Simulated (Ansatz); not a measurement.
# CH4, SMILES C: a composite energy at a relaxed geometry

Computed with Ansatz's Python interface.

`run_composite.py`:
```python
"""A composite energy for CH4: DFT geometry, MP2 basis limit, coupled-cluster correction."""

import itertools

import ansatz as az
from ase import Atoms
from ase.data import atomic_numbers, covalent_radii
import numpy as np

BASIS_SET = "def2-SVP"
FUNCTIONAL = "B3LYP"


def main() -> None:
    atoms = Atoms(["C", "H", "H", "H", "H"], positions=[
        (-1e-05, -2e-05, 1e-05),
        (0.1579, -0.24156, 1.04311),
        (-0.99984, 0.39257, -0.13206),
        (0.11887, -0.89337, -0.59924),
        (0.72309, 0.74238, -0.31182),
    ])
    system = az.Crystal.molecule_from_ase(atoms)

    job = (
        system.calculation()
        .basis(gaussian=BASIS_SET)
        .functional(FUNCTIONAL)
    )
    symbols = [site.symbol for site in system.cartesian_sites]
    start = np.array([site.position_ang for site in system.cartesian_sites], dtype=float)
    r = job.relax(force_tolerance=0.01).run(threads=1, backend="cpu").report
    end = np.array(r["positions_ang"])
    # pairs closer than 1.2 times the sum of covalent radii, before or after
    radius = [covalent_radii[atomic_numbers[s]] for s in symbols]
    span = lambda where, i, j: np.linalg.norm(where[i] - where[j])
    bonded = [(i, j) for i, j in itertools.combinations(range(len(symbols)), 2) if min(span(start, i, j), span(end, i, j)) < 1.2 * (radius[i] + radius[j])]
    print("pair        before    after (A)")
    for i, j in bonded:
        print(f"{symbols[i]}{i}-{symbols[j]}{j}".ljust(10), f"{span(start, i, j):8.4f} {span(end, i, j):8.4f}")

    minimum = az.Crystal.molecule()
    for symbol, place in zip(symbols, end):
        minimum = minimum.atom(symbol, place.tolist())
    at_minimum = minimum.calculation()
    # MP2 extrapolated to the basis limit, plus the small-basis difference CCSD(T) - MP2
    level = lambda method, basis: at_minimum.basis(gaussian=basis).correlation(method).run(threads=1, backend="cpu").report
    small, large, cluster = level("mp2", "cc-pVDZ"), level("mp2", "cc-pVTZ"), level("ccsd_t", "cc-pVDZ")
    corr = lambda each: (each["free_energy_ev"] - each["reference_energy_ev"]) / 27.211386246
    mp2_limit = (27 * corr(large) - 8 * corr(small)) / 19
    pieces = {"HF / cc-pVTZ": large["reference_energy_ev"] / 27.211386246, "MP2 correlation, DZ-TZ limit": mp2_limit, "CCSD(T) - MP2 / cc-pVDZ": corr(cluster) - corr(small)}
    for name, value in pieces.items():
        print(f"{name:32s} {value:14.6f} Ha")
    print(f"{'sum':32s} {sum(pieces.values()):14.6f} Ha")
    print("T1 diagnostic", round(cluster["correlation"]["coupled_cluster"]["t1_diagnostic"], 4))


if __name__ == "__main__":
    main()
```

Running `python run_composite.py` prints:
```text
pair        before    after (A)
C0-H1        1.0823   1.0992
C0-H2        1.0822   1.0992
C0-H3        1.0823   1.0992
C0-H4        1.0823   1.0992
HF / cc-pVTZ                         -40.212703 Ha
MP2 correlation, DZ-TZ limit          -0.213990 Ha
CCSD(T) - MP2 / cc-pVDZ               -0.027402 Ha
sum                                  -40.454095 Ha
T1 diagnostic 0.0054
```

Reading the output:
- Total energies depend on the basis set; only differences at equal settings carry meaning.
- The sum leaves out core correlation, relativity, the Hartree-Fock basis error and zero-point energy; a DZ-TZ extrapolation is rough.
- b3lyp holds the VWN-RPA fit, as in Gaussian; the form of ORCA and Turbomole is b3lyp5.
- Inner cores stay frozen, so this is valence correlation.
- An extrapolation from small basis sets is rough.
- It ran for 1.5 s on 1 thread of Intel(R) Xeon(R) 6975P-C (Granite Rapids), on a shared host, peak memory 0.18 GiB.

(A comment or docstring line of the script was reworded after the run, the code is as it ran.)
